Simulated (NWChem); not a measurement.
Program: NWChem. System: O, charge 0, spin multiplicity 3. Its SCF solution wasn't tested for a lower state. Level: URI-MP2/cc-pVQZ, 1 core orbitals frozen.

NWChem printed:

```
             Northwest Computational Chemistry Package (NWChem) 7.3.0
             --------------------------------------------------------

                                NWChem Input Module
                                -------------------

 Scaling coordinates for geometry "geometry" by  1.889725989
 (inverse scale =  0.529177249)

                             Geometry "geometry" -> ""
                             -------------------------

 Output coordinates in angstroms (scale by  1.889725989 to convert to a.u.)

  No.       Tag          Charge          X              Y              Z
 ---- ---------------- ---------- -------------- -------------- --------------
    1 O                    8.0000     0.00000000     0.00000000     0.00000000

 Effective nuclear repulsion energy (a.u.)       0.0000000000

            Nuclear Dipole moment (a.u.)
            ----------------------------
        X                 Y               Z
 ---------------- ---------------- ----------------
     0.0000000000     0.0000000000     0.0000000000

      Symmetry information
      --------------------

 Group name             D2h
 Group number             26
 Group order               8
 No. of unique centers     1

      Symmetry unique atoms

     1


 Summary of "ao basis" -> "" (spherical)
 ------------------------------------------------------------------------------
       Tag                 Description            Shells   Functions and Types
 ---------------- ------------------------------  ------  ---------------------
 *                          cc-pvqz                   on all atoms

 Summary of "ri-mp2 basis" -> "" (spherical)
 ------------------------------------------------------------------------------
       Tag                 Description            Shells   Functions and Types
 ---------------- ------------------------------  ------  ---------------------
 *                         cc-pvqz-ri                 on all atoms

 Summary of "ao basis" -> "ao basis" (spherical)
 ------------------------------------------------------------------------------
       Tag                 Description            Shells   Functions and Types
 ---------------- ------------------------------  ------  ---------------------
 O                          cc-pvqz                 15       55   5s4p3d2f1g

                                 NWChem SCF Module
                                 -----------------

  ao basis        = "ao basis"
[...]
                               NWChem RI-MP2 Module
                               --------------------

 Summary of "ri-mp2 basis" -> "ri-mp2 basis" (spherical)
 ------------------------------------------------------------------------------
       Tag                 Description            Shells   Functions and Types
 ---------------- ------------------------------  ------  ---------------------
 O                         cc-pvqz-ri               30      132   8s7p6d5f3g1h

 SCF Reference Information:
            File: './mol.movecs'
           Title: ''
    Size (AOxMO):     55 x (     55,     55)
       Total Occ:                 5.00,   3.00
 RI-MP2 Calculation Information:
          Nr. of AO basis functions:         55
     Nr. of fitting basis functions:        132
               Nr. of MO spin cases:          2
        Nr. of MOs to be correlated:         54         54
     Nr. of occupied MOs correlated:          4          2
      Nr. of virtual MOs correlated:         50         52

          RI integral approximation: 'V'
    Threshold for Schwarz screening:  1.000E-09
 Smallest eigenvalue retained in fit  1.000E-08
    Type of storage for MO integrals 'EAF library'

 Transformation block size    4, requiring     1 integral passes.
 XForm_3cInts: Completed     1:    4 pass.
 Transformation block size    2, requiring     1 integral passes.
 XForm_3cInts: Completed     1:    2 pass.
 Energy evaluation using block sizes     4    4
 RIMP2_V_E2: Approx. ints. done (    1:    4,    1:    4)
 RIMP2_V_E2: Copy to B done (    1:    4,    1:    4)
 RIMP2_V_E2: Denominators done (    1:    4,    1:    4)
 RIMP2_V_E2: Completed block (    1:    4,    1:    4)
 RIMP2_V_E2: Approx. ints. done (    1:    4,    1:    2)
 RIMP2_V_E2: Copy to B done (    1:    4,    1:    2)
 RIMP2_V_E2: Denominators done (    1:    4,    1:    2)
 RIMP2_V_E2: Completed block (    1:    4,    1:    2)
 RIMP2_V_E2: Approx. ints. done (    1:    2,    1:    2)
 RIMP2_V_E2: Copy to B done (    1:    2,    1:    2)
 RIMP2_V_E2: Denominators done (    1:    2,    1:    2)
 RIMP2_V_E2: Completed block (    1:    2,    1:    2)

          -------------------------------------------
          SCF energy                 -74.817294693609
          Correlation energy          -0.157590685639
          Total MP2 energy           -74.974885379248
          -------------------------------------------

 -----------------------
 Performance information
 -----------------------

 Timer overhead =  2.11D-07 seconds/call

               Nr. of calls         CPU time (s)                 Wall time (s)                GFlops
             ---------------    -------------------     ------------------------------   -------------------
Name         Min   Avg   Max    Min     Avg     Max     Min     Avg     Max   Mx/calls   Min     Max     Sum
Overall       1     1     1   0.94    0.94    0.94     0.94    0.94    0.94    0.94      0.0     0.0     0.0
3c integr     2     2     2   0.26    0.26    0.26     0.26    0.26    0.26    0.13      0.0     0.0     0.0
Energy        1     1     1   1.27E-2 1.27E-2 1.27E-2  1.27E-2 1.27E-2 1.27E-2 1.27E-2   0.0     0.0     0.0
3c integr     2     2     2   0.26    0.26    0.26     0.26    0.26    0.26    0.13      0.0     0.0     0.0
First 2/3     6     6     6   1.47E-3 1.47E-3 1.47E-3  1.47E-3 1.47E-3 1.47E-3 2.45E-4   0.0     0.0     0.0
Final 1/3     2     2     2   9.85E-4 9.85E-4 9.85E-4  9.85E-4 9.85E-4 9.85E-4 4.93E-4   0.0     0.0     0.0
Write 3c      2     2     2   5.15E-4 5.15E-4 5.15E-4  5.15E-4 5.15E-4 5.15E-4 2.57E-4   0.0     0.0     0.0
Read 3c i     3     3     3   2.01E-4 2.01E-4 2.01E-4  2.01E-4 2.01E-4 2.01E-4 6.70E-5   0.0     0.0     0.0
Fitting b     1     1     1   1.40E-2 1.40E-2 1.40E-2  1.40E-2 1.40E-2 1.40E-2 1.40E-2   0.0     0.0     0.0
Schwarz i     1     1     1   1.94E-2 1.94E-2 1.94E-2  1.94E-2 1.94E-2 1.94E-2 1.94E-2   0.0     0.0     0.0
Form 4ci      3     3     3   1.29E-3 1.29E-3 1.29E-3  1.29E-3 1.29E-3 1.29E-3 4.30E-4   0.0     0.0     0.0
Form A &      3     3     3   9.69E-3 9.69E-3 9.69E-3  9.69E-3 9.69E-3 9.69E-3 3.23E-3   0.0     0.0     0.0
Denominat     3     3     3   7.00E-5 7.00E-5 7.00E-5  7.01E-5 7.01E-5 7.01E-5 2.34E-5   0.0     0.0     0.0
Pair Ener     3     3     3   4.23E-4 4.23E-4 4.23E-4  4.23E-4 4.23E-4 4.23E-4 1.41E-4   0.0     0.0     0.0

 The average no. of pstat calls per process was 3.30D+01
 with a timing overhead of 6.97D-06s

 Task  times  cpu:        0.9s     wall:        0.9s

 Total times  cpu:        1.0s     wall:        1.0s
```

Problem. Write an NWChem input that would produce this output.

Solution. This is not unique; one that fits is 
```
start mol
memory heap 200 mb stack 900 mb global 1100 mb
geometry units angstroms nocenter noautoz
  O      0.000000     0.000000     0.000000
  symmetry group D2h
end
basis spherical
  * library cc-pvqz
end
basis "ri-mp2 basis" spherical
  * library cc-pvqz-ri
end
scf
  uhf
  nopen 2
  maxiter 100
  thresh 1e-7
  semidirect memsize 60000000 filesize 0
  # guess.movecs holds the orbitals of an unrestricted PBE0 run
  vectors input guess.movecs output mol.movecs
end
mp2
  freeze core 1
end
task rimp2 energy
```
